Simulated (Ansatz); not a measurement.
`CC1C=NCO1` + H₂ → `C1=NCOC1` + CH₄ at 700 K and 1 bar (hydrogenolysis of a C–C bond).

Isolated molecules relaxed with PBE0-D4/def2-TZVP in Ansatz; ΔE leaves out vibrations. CBS: MP2 limit from def2 TZ/QZ plus the TZ coupled-cluster correction, frozen cores. This one scheme is used for every species.

```json
{"species": "`CC1C=NCO1`", "CCSD(T)/CBS energy (Eh)": "-286.26626", "H − E (kJ/mol)": "362.5", "S (J/(mol·K))": "432.8"}
{"species": "H₂", "CCSD(T)/CBS energy (Eh)": "-1.17544", "H − E (kJ/mol)": "46.8", "S (J/(mol·K))": "155.3"}
{"species": "`C1=NCOC1`", "CCSD(T)/CBS energy (Eh)": "-246.99899", "H − E (kJ/mol)": "271.3", "S (J/(mol·K))": "374.8"}
{"species": "CH₄", "CCSD(T)/CBS energy (Eh)": "-40.46206", "H − E (kJ/mol)": "145.9", "S (J/(mol·K))": "224.0"}
```

H − E and S are ideal-gas, rigid-rotor, harmonic terms from PBE0-D4/def2-TZVP, for one conformer and one mirror image of each species. For small species the MP2-based limit differs from directly extrapolated CCSD(T) by up to some mEh (0.8 for H₂); such offsets cancel only in part. 1 Eh = 2625.50 kJ/mol, R = 8.31446 J/(mol·K).

Task: By hand: ΔE, ΔH, ΔS and ΔG.

Result: ΔE = (-246.99899) + (-40.46206) − (-286.26626) − (-1.17544) = -0.01935 Eh = -50.8 kJ/mol. Δ(H − E) = 271.3 + 145.9 − 362.5 − 46.8 = 7.9, so ΔH = -42.9 kJ/mol. ΔS = 374.8 + 224.0 − 432.8 − 155.3 = 10.7 J/(mol·K). ΔG = -42.9 − 700 × (10.7)/1000 = -50.4 kJ/mol.

Task: By hand: the equilibrium constant, and the temperature at which ΔG would vanish if ΔH and ΔS stayed fixed.

Result: log₁₀ K = −ΔG/(RT ln 10) = 3.8. ΔH and −TΔS have one sign here, so there is no such temperature.

The number of gas molecules stays the same, so ΔS is small and ΔH decides. A doubt of 5 kJ/mol in ΔE shifts log₁₀ K by 0.4 here. Other conformers and mirror images would add mixing entropy, several J/(mol·K) or more a flexible species. These are equilibria of isolated gas molecules and say nothing of rates. Largest T1 diagnostic: 0.012 (customary marks: 0.02 for closed shells, 0.045 for open ones).

ΔS is within the doubt of such terms, so its sign, and with it that verdict, could turn.
